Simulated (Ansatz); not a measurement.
# How far each method lies from UCCSDT(Q) for Br, doublet

A free Br atom.

Basis def2-TZVPD; Ansatz 0.2.0. Correlated methods freeze the noble-gas cores and the filled d shells of p-block atoms, which leaves 7 electrons in 43 orbitals. R marks a restricted (for open shells ROHF) determinant, U an unrestricted one. Active spaces: valence = (7e, 4o) chosen from the atoms' valence shells. No spin–orbit coupling is included, and no scalar relativity.

Full CI isn't at hand for all of this; UCCSDT(Q) serves as the reference, and is uncertain by about the last step of the cluster series. The frozen core follows each run's orbitals, which can shift R against U totals by a few meV for light atoms and by up to 0.1 eV past Ca.

- UHF ⟨S²⟩: 0.759
- T1 diagnostic (RCCSD): 0.0131
- largest doubles amplitude (RCCSD): 0.040
- T1 diagnostic (UCCSD): 0.0065

Q: From what is known of these methods and the diagnostics, rank them by the size of their error in total energy against UCCSDT(Q) in def2-TZVPD, smallest first (an estimate: the text doesn't fix the numbers).
A. UHF
B. UMP2
C. UCCSD
D. UCCSDT
E. UCCSD(T)

A: D (0.3 kJ/mol), E (1.8 kJ/mol), C (14.0 kJ/mol), B (65.4 kJ/mol), A (418.2 kJ/mol).

All errors are against UCCSDT(Q) in def2-TZVPD. Within each family the higher level lies nearer, as is usual though not guaranteed.

Natural occupations of CASSCF (valence space) about the gap: 2.000 2.000 2.000 1.000; effectively unpaired electrons, Σ n²(2−n)², 1.00.
